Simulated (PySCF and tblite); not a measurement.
C5H9F, numbered as in [CH3:1]/[CH:2]=[CH:3]\[C@H:4]([CH3:5])[F:6].

Search: ETKDG and KDG, MMFF94s, GFN2-xTB, 60 starts; geometries at GFN2-xTB. Free energies are r2SCAN-D3(BJ)/def2-TZVP (IEF-PCM, dimethylsulfoxide) single points with GFN2-xTB rigid-rotor and vibrational terms (modes under about 100 cm⁻¹ blended into free rotors). Symmetry numbers and mirror images are counted. Conformers within 2.5 kcal/mol (GFN2-xTB free energy) were kept, 5 at most. Couplings: B3LYP/6-31G* with pcJ-1 on H, F (gas phase; spin-dipole term only for pairs with B, N, F, Si or P). Couplings are for ¹⁹F, ¹H. H–H couplings come out 0.1 to 0.9 Hz lower than with pcJ-1 on all atoms. (PySCF 2.14, tblite 0.8.)

Torsions listed: C2–C3–C4–F6.

```tsv
conformer	shape	weight %
1	155°	94.8
2	-42°	5.2
```

Dihedral angles along the coupling paths:

```
 coupling  conformer  dihedral (°)
³J(H3,F6)          1           -26
³J(H3,F6)          2           139
³J(H2,H3)          1             0
³J(H2,H3)          2            -1
³J(H3,H4)          1          -142
³J(H3,H4)          2            24
```

(1) What are these vicinal couplings in each conformer, and averaged?

Computed couplings to fluorine can be off by tens of per cent at such levels.

Answers

(1) 
```json
{"coupling": "³J(H3,F6)", "conformer": "1", "dihedral (°)": "-26", "J (Hz)": "21.8", "average (Hz)": "21.7"}
{"coupling": "³J(H3,F6)", "conformer": "2", "dihedral (°)": "139", "J (Hz)": "20.7", "average (Hz)": "21.7"}
{"coupling": "³J(H2,H3)", "conformer": "1", "dihedral (°)": "0", "J (Hz)": "12.8", "average (Hz)": "12.8"}
{"coupling": "³J(H2,H3)", "conformer": "2", "dihedral (°)": "-1", "J (Hz)": "12.7", "average (Hz)": "12.8"}
{"coupling": "³J(H3,H4)", "conformer": "1", "dihedral (°)": "-142", "J (Hz)": "5.8", "average (Hz)": "5.9"}
{"coupling": "³J(H3,H4)", "conformer": "2", "dihedral (°)": "24", "J (Hz)": "6.6", "average (Hz)": "5.9"}
```
